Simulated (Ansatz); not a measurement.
# Strength of the Si–H bond: C2H6Si → C2H5Si + H

Species: C2H6Si (vinylsilane) `C=C[SiH3]`, singlet; C2H5Si `C=C[SiH2]`, doublet; H atom, doublet. 

Shapes, held fixed at every level: PBE0-D4/def2-TZVP. Flexible molecules stand in one conformer, not always the lowest. Programs: Ansatz 0.2.0. The zero-point and thermal change to 298 K, harmonic and unscaled (PBE0-D4/def2-TZVP), is -19.7 kJ/mol.

| level | kind | ΔH(298 K) (kJ/mol) | CPU time (sum over the molecules) |
| --- | --- | --- | --- |
| HF/def2-SVP | Hartree–Fock | +287.7 | – |
| HF/def2-TZVPP | Hartree–Fock | +291.2 | – |
| PBE-D4/def2-TZVPP | GGA | +349.8 | 11 s |
| r2SCAN-D4/def2-TZVPP | meta-GGA | +354.2 | 24 s |
| B3LYP-D4/def2-TZVPP | global hybrid | +369.3 | 16 s |
| BHLYP-D4/def2-TZVPP | global hybrid | +372.7 | 13 s |
| B2PLYP/def2-TZVPP | double hybrid | +371.4 | 20 s |

B2PLYP/def2-TZVPP gives ΔH(298 K) = +371.4 kJ/mol; the levels span +287.7 to +372.7. The median of the levels is +354.2. Hartree–Fock misses the correlation of the pair that is broken and comes out low. No measured value is set beside it here. Spin contamination: C2H5Si (⟨S²⟩ up to 0.90). Open shells run unrestricted unless RO is named. Times are processor times on shared x86 and Arm servers, and rough.
